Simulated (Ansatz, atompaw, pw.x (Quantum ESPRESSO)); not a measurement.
H (Z = 1): one change to the PAW (atompaw) potential, in the atom and in the sc crystal

hydrogen (H), PAW, made with atompaw 4.2.0.5 (PBEsol, scalar-relativistic). Core none, reference 1s1. Waves: 1s (bound): rc 1.30 bohr; 1s channel at 0.5 Ry: rc 1.30 bohr; 2p channel at 0.3 Ry: rc 1.30 bohr. Local part: troulliermartins scheme with l = 2 at 0 Ry, radius 1.20 bohr. Core correction: none. Augmentation charge: sinc compensation charge, radius 1.15 bohr; PAW radius 1.30 bohr; waves and projectors: custom polynom2 7 10 vanderbiltortho.

Change: all radii scaled by about 0.77 (s 1.00, p 1.00 bohr); local potential troulliermartins scheme with l = 2 at 0 Ry, radius 0.92 bohr; augmentation sinc compensation charge, radius 0.88 bohr; PAW radius 1.00 bohr; waves and projectors: custom polynom2 7 10 vanderbiltortho.

Cutoffs, loose and tight: the cutoffs (Ry, on a coarse ladder) from which the occupation-weighted sum of valence levels, in a spherical-Bessel basis at the reference potential, stays within 10 and 1 mRy of its value at 400 Ry. They see the waves and projectors alone, not the compensation charge or the core.

Crystal test: sc H in pw.x 7.5, no spin, 18³ k-points, Fermi–Dirac smearing 0.01 Ry, cutoffs set for each file from its atomic test. The reference is all-electron LAPW (Ansatz 0.2.0) with the same functional, mesh and smearing; V0 and B0 come from Birch–Murnaghan fits to the pressures at five volumes. Errors are pseudo minus all-electron; Δ is the rms difference of the E(V) curves that follow from these fits, minima aligned, over ±6 % about the mean V0. Mesh and smearing are coarse, so the numbers serve the comparison and aren't converged zero-temperature values; the lattice is a test structure that the element need not adopt.

All-electron: a0 = 1.447 Å (V0 = 3.03 Å³/atom), B0 = 107.4 GPa.

Task: Does the change bring the crystal closer to the all-electron result?

Result: The mean pressure error goes from +0.80 to +0.36 GPa, so the change moves the solid closer to the all-electron pressures.

```
                 quantity       base    changed
           outcome (atom)  generated  generated
     cutoff, loose (atom)      10 Ry      12 Ry
     cutoff, tight (atom)      18 Ry      21 Ry
      bound ghosts (atom)       none       none
     cutoffs in pw.x (Ry)     40/400     40/400
                   a0 (Å)      1.450      1.448
             a0 error (%)      +0.24      +0.11
             B0 error (%)       -0.5       -0.2
             Δ (meV/atom)        0.5        0.2
mean pressure error (GPa)      +0.80      +0.36
```

 The atomic cutoffs weigh occupied waves only.
